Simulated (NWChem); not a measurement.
# Total energies of formic acid (CH$_{2}$O$_{2}$)

SMILES: O=CO
```xyz
5

O      0.7441     0.8276     0.0000
C      0.1773    -0.3776     0.0000
O     -1.0006    -0.5842     0.0000
H      0.0245     1.4806     0.0000
H      0.9640    -1.1615     0.0000
```
Charge 0, spin multiplicity 1.

Everything below was run with NWChem. All single points use one geometry, from PBE0/def2-SVP, a minimum by its harmonic frequencies. It is one conformer; others weren't searched.

Basis set: cc-pVDZ (52 functions).

```
method     total energy (Ha)
---------  -----------------
RHF               -188.78210
MP2               -189.28059
B2PLYP            -189.60790
PBE               -189.57135
B3LYP             -189.77296
CAM-B3LYP         -189.70241
CCSD(T)           -189.30820
```

Total energies of different functionals aren't comparable as a measure of quality: only differences taken within one method are. 

The correlated methods keep 3 core orbitals frozen. B3LYP has NWChem's definition, with VWN1-RPA local correlation. Coupled-cluster values serve here as a point of comparison, not as the truth.
